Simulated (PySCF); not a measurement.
C₄H₉O₂ (doublet state).
Z-matrix (Å and degrees, GFN2-xTB geometry), rows numbered from 1:
```
C 
O   1  1.4038
C   2  1.4164  1  113.47
C   3  1.5347  2  108.58  1   179.97
C   4  1.4864  3  111.83  2    66.72
O   5  1.3658  4  120.07  3   -54.42
H   1  1.0970  2  111.23  3    60.43
H   1  1.0884  2  106.70  3   179.91
H   1  1.0966  2  111.07  3   -60.83
H   3  1.1007  2  109.85  1   -59.37
H   3  1.1005  2  109.68  1    59.45
H   4  1.1018  3  106.84  2   -55.59
H   4  1.0897  3  109.05  2  -172.14
H   5  1.0745  4  121.56  3   151.57
H   6  0.9718  5  107.10  4    16.04
```

The hyperfine couplings belong to this conformer and change with its torsions.

As a line formula: `C(COC)[CH]O` [radical].

Computed with UKS B3LYP, pcH-1 on C H O, non-relativistic, mean-field spin-orbit, GIAO in PySCF. Geometry: GFN2-xTB, one conformer, isolated molecule. Couplings are sensitive to structure, and on GFN2-xTB geometries they can be far from those on DFT ones. Stability of the SCF solution: not tested.

(1) Predict the first-order ENDOR lines of H12/H13, H14, H15 and H10/H11 under fast tumbling at B = 1216.9 mT (Q band).

(2) Which pairs are centred on the nuclear Larmor frequency, and which on half the coupling?

Results:

(1) For S = 1/2 in fast tumbling each set of equivalent nuclei gives two lines, ν± = |νn ± a/2| to first order, with νn = g_N μN B/h and μN/h = 7.62259 MHz/T.

```json
{"nuclei": "H12/H13", "isotope": "1H", "g_N": "5.5857", "νn (MHz)": "51.81", "a_iso (MHz)": "57.91", "lower line (MHz)": "22.86", "upper line (MHz)": "80.77"}
{"nuclei": "H14", "isotope": "1H", "g_N": "5.5857", "νn (MHz)": "51.81", "a_iso (MHz)": "-44.29", "lower line (MHz)": "29.67", "upper line (MHz)": "73.96"}
{"nuclei": "H15", "isotope": "1H", "g_N": "5.5857", "νn (MHz)": "51.81", "a_iso (MHz)": "-12.81", "lower line (MHz)": "45.41", "upper line (MHz)": "58.22"}
{"nuclei": "H10/H11", "isotope": "1H", "g_N": "5.5857", "νn (MHz)": "51.81", "a_iso (MHz)": "-0.59", "lower line (MHz)": "51.52", "upper line (MHz)": "52.11"}
```

(2) Centred on νn, since |a| < 2νn: H12/H13, H14, H15 and H10/H11. No pair has |a| > 2νn.

Means are taken over nuclei equivalent by connectivity, which assumes that they swap fast. The 1H value of +57.9 MHz is a mean of couplings from 6.1 to 109.8 MHz in this one geometry, not an average over conformers.

The Mulliken spin populations are largest on C5 (+0.87), O6 (+0.14) and H12 (+0.06). The angles at C5 add up to 355.2°, so it is nearly planar; its axial dipolar tensor and the negative coupling of its proton fit spin in a p orbital normal to that plane.
